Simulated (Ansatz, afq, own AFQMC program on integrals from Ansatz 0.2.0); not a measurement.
AFQMC on a folder of integrals that Ansatz 0.2.0 wrote.

```yaml
crystal:
  periodic: [false, false, false]
  atoms:
    - {symbol: Si, position_ang: [0.000000, -0.036792, 1.649022]}
    - {symbol: Ge, position_ang: [0.000000, -0.003695, -0.646339]}
    - {symbol: H, position_ang: [0.000000, 1.291472, 0.631435]}
basis:
  gaussian: {orbitals: aug-cc-pVDZ}
magnetization: {spin_polarized: true, initial_magnetization: 1}
correlation: {method: ccsd_t, electrons: outside_noble_gas, hamiltonian_folder: ham}
```

```sh
$ ansatz run in.yaml --threads 1 --pin off --events-out ev --progress --plain --max-ram 16896MiB --backend cuda --devices 0, --max-vram 18GiB
```

afq runs on the folder ham with

```
--method free --trial cisd --walkers 3600 --time-step 0.03 --max-blocks 4000 --target-error 0.00036 --factor-cut 1e-05 --seed 67 --times 0,0.3,0.6,1.2,1.8,2.4,3.6,4.8,6 --taylor-order 8
```

Times are imaginary, in 1/Eh. The walk had a cap of 122 s. Filled inner d shells are frozen with the cores.

Output of the walk:

```
orbitals 53  electrons 5 4  factors 437 of 773
reference energy -2364.77201144 Eh
CCSD correlation -0.18855548 Eh in 12 cycles, weight of the determinant in the CISD state 0.8542
repeat  energy at the last time / Eh  error
    10  -2364.971367  0.000231
    20  -2364.971555  0.000151
    30  -2364.971771  0.000152
time / (1/Eh)  energy / Eh  error  mean overlap
  0.00  -2364.960573  0.000023  1.1708
  0.30  -2364.964919  0.000035  1.1713
  0.60  -2364.967273  0.000052  1.1742
  1.20  -2364.969521  0.000044  1.1819
  1.80  -2364.970590  0.000051  1.1871
  2.40  -2364.971154  0.000074  1.1894
  3.60  -2364.971432  0.000096  1.2105
  4.80  -2364.971577  0.000117  1.2297
  6.00  -2364.971713  0.000157  1.2497
energy -2364.971713 +/- 0.000157 Eh
```

The run passed its tests (error under three times the target), which doesn't prove that it has relaxed.

Against this walk (error 4.3 meV) on the same determinant: CCSD(T) 55.3 meV higher, CCSDT(Q) 3.4 meV lower (within the noise). The error is statistical, and a free projection of finite length keeps a remainder of its start. The last points still move (meV from the last: 30.5 ± 1.4 at 1.80, 15.2 ± 2.0 at 2.40, 8 ± 3 at 3.60, 4 ± 3 at 4.80, 0 ± 4 at 6.00), but the last one has reached CCSDT(Q) within the noise or passed it, so little can be left to fall.

Cautions: remainder of the start not in the error; no relativity below Rb; no spin-orbit coupling; inner d shell frozen.

The walk took 62 s on 1 × NVIDIA H100 80GB HBM3 with 2 threads of AMD EPYC 7R13 Processor (Zen 3) (shared host) (the card was shared). The log's last line is the free-projection energy.

CCSDT and higher add their correlation energy to the determinant of the CCSD(T) run, since their own runs factorise the integrals more tightly (a shift of under 2 meV). A walk keeps the symmetry of its determinant, which the program's search chose and which needn't be the lowest solution, so a lower state of the same spin and another symmetry isn't excluded.
